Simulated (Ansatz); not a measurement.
Ansatz (a quantum-chemistry and plane-wave program) input:

Ansatz 0.2 input:
```yaml
crystal:
  periodic: [false, false, false]
  atoms:
    - {symbol: C, position_ang: [-0.02532157, 0.79659948, 0.00616620]}
    - {symbol: O, position_ang: [-0.00968659, -0.72153609, 0.05677689]}
    - {symbol: H, position_ang: [-1.07603513, 1.05857315, 0.06196596]}
    - {symbol: H, position_ang: [0.88071834, -1.11904627, 0.10703011]}
    - {symbol: H, position_ang: [0.51569145, 1.10272426, 0.89461166]}
    - {symbol: H, position_ang: [0.44963847, 1.10891103, -0.91835118]}
    - {symbol: H, position_ang: [-0.54059096, -1.15847037, -0.63646886]}
basis:
  gaussian:
    orbitals: def2-TZVPD
hamiltonian:
  xc: {name: BHLYP}
total_charge: 1
output: {forces: true}
```

What final total energy does it print?

-116.00544 Eh (BHLYP/def2-TZVPD). The basis has 122 functions.

It need not be the lowest isomer of its formula.
